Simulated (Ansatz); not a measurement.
# C2H9N3: up Jacob's ladder to CCSD(T)

How much do the methods differ for C2H9N3? The plan is to run it at one geometry with functionals of several rungs and with coupled cluster. The yardstick is the atomisation energy at the CCSD(T) limit.

The runs use Ansatz 0.2.0, Gaussian basis; functionals in def2-TZVPP, the program's frozen cores in correlated methods.

Levels to be run: LDA (SPW92), PBE-D4, revPBE-D4, BLYP-D4, r2SCAN-D4, B97M-V, PBE0-D4, B3LYP-D4, r2SCANh-D4, r2SCAN0-D4, HSE06-D4, BHLYP-D4, CAM-B3LYP-D4, LC-ωPBE, ωB97X-V, ωB97M-V, B2PLYP, PBE-QIDH; CCSD(T)/def2-SVP; CCSD(T)/def2-TZVPP; MP2/def2-QZVPP; extrapolation to the limit; RPA on PBE.

**1. The geometry**

An earlier PBE0-D4 in a triple-zeta def2 set relaxation fixed the geometry.

14 atoms, charge 0, spin multiplicity 1.

Atoms are counted from 1 here; the program's logs count them from 0.

Bond lengths: C1–N2 1.445 Å, C1–H6 1.093 Å, C1–H7 1.103 Å, C1–H8 1.091 Å, N2–C3 1.450 Å, N2–H9 1.013 Å, C3–N4 1.441 Å, C3–N5 1.449 Å, C3–H10 1.104 Å, N4–H11 1.012 Å, N4–H12 1.015 Å, N5–H13 1.015 Å, N5–H14 1.012 Å. Angles: N2–C1–H6 110.3°, N2–C1–H7 113.9°, N2–C1–H8 109.5°, H6–C1–H7 107.7°, H6–C1–H8 107.1°, H7–C1–H8 108.1°, C1–N2–C3 114.6°, C1–N2–H9 110.5°, C3–N2–H9 107.7°, N2–C3–N4 105.8°, N2–C3–N5 112.8°, N2–C3–H10 111.8°, N4–C3–N5 113.2°, N4–C3–H10 107.5°, N5–C3–H10 105.7°, C3–N4–H11 109.1°, C3–N4–H12 108.8°, H11–N4–H12 107.5° and more.

**2. LDA**

This LDA is Slater exchange with PW92 correlation.

The input, in.yaml:

```yaml
crystal:
  periodic: [false, false, false]
  atoms:
    - {symbol: C, position_ang: [-0.493490, 0.676067, 1.574842]}
    - {symbol: N, position_ang: [-0.237711, -0.471360, 0.734764]}
    - {symbol: C, position_ang: [-0.108416, -0.169133, -0.677170]}
    - {symbol: N, position_ang: [-0.128113, -1.441379, -1.354394]}
    - {symbol: N, position_ang: [1.069336, 0.619235, -0.977328]}
    - {symbol: H, position_ang: [0.383621, 1.327252, 1.604035]}
    - {symbol: H, position_ang: [-1.353232, 1.285208, 1.248258]}
    - {symbol: H, position_ang: [-0.681811, 0.344046, 2.596965]}
    - {symbol: H, position_ang: [-0.976511, -1.156518, 0.835901]}
    - {symbol: H, position_ang: [-0.964689, 0.420024, -1.050591]}
    - {symbol: H, position_ang: [0.045786, -1.294698, -2.340799]}
    - {symbol: H, position_ang: [0.627425, -2.015024, -0.993543]}
    - {symbol: H, position_ang: [1.862023, 0.257838, -0.455779]}
    - {symbol: H, position_ang: [0.942883, 1.589243, -0.716161]}
basis:
  gaussian: {orbitals: def2-TZVPP}
hamiltonian: {xc: lda}
output: {orbitals: {seedname: orbitals}}
```

Command:

```
$ ansatz run in.yaml --threads 4 --pin off --events-out ev --progress --plain --max-ram 10444MiB
```

Further steps of the session: PBE-D4 (GGA); revPBE-D4 (GGA); BLYP-D4 (GGA); r2SCAN-D4 (meta-GGA); B97M-V (meta-GGA); PBE0-D4 (hybrid); B3LYP-D4 (hybrid); r2SCANh-D4 (hybrid); r2SCAN0-D4 (hybrid); HSE06-D4 (hybrid); BHLYP-D4 (hybrid); CAM-B3LYP-D4 (range-separated); LC-ωPBE (range-separated); ωB97X-V (range-separated); ωB97M-V (range-separated); B2PLYP (double hybrid); PBE-QIDH (double hybrid); CCSD(T) in def2-SVP; CCSD(T) in def2-TZVPP; MP2 in def2-QZVPP; RPA on PBE orbitals.

Before running them: what should the planned runs give, taken together? Wanted: atomisation energy, CCSD(T)/CBS; farthest beyond LDA; mean size of error, GGA; mean size of error, meta-GGA; mean size of error, hybrid; mean size of error, range-separated; mean size of error, double hybrid; gap, smallest and largest; T1 diagnostic.

As calculated:

| quantity | value |
| --- | --- |
| atomisation energy, CCSD(T)/CBS | 5085.6 kJ/mol |
| functionals within 25.4 kJ/mol (0.5 %) | revPBE-D4, r2SCAN-D4, B97M-V, PBE0-D4, LC-ωPBE |
| farthest beyond LDA | BHLYP-D4 (-149.1 kJ/mol) |
| mean size of error, GGA | 63.0 kJ/mol |
| mean size of error, meta-GGA | 16.1 kJ/mol |
| mean size of error, hybrid | 65.8 kJ/mol |
| mean size of error, range-separated | 29.1 kJ/mol |
| mean size of error, double hybrid | 48.4 kJ/mol |
| gap, smallest and largest | 5.40 eV (BLYP-D4), 12.61 eV (LC-ωPBE) |
| T1 diagnostic | 0.0097 |
| triples share of the correlation energy | 3.8 % |

What this shows: LDA overbinds by 812.4 kJ/mol (16 %). PBE-D4 misses by +141.0 kJ/mol. Double hybrids carry the basis error of their MP2 part in triple zeta, and no dispersion term here, so their miss is partly the set-up's. By mean error the best rung here is meta-GGA (16.1 kJ/mol) and the worst beyond LDA is hybrid (65.8 kJ/mol). GGA functionals lie within the reference's doubt of that worst mean (63.0 kJ/mol), so those two tie. The mean of the hybrids holds BHLYP, with half exact exchange. Misses under about 25.4 kJ/mol are within the doubt on the reference itself, which lacks core-valence correlation, relativity and higher excitations. Hartree-Fock recovers 68 % of the binding; the rest is correlation. CCSD(T) in def2-SVP is off by -310.0 kJ/mol, which most functionals beat. Orbital gaps span 5.4 to 12.6 eV; exact exchange widens them.
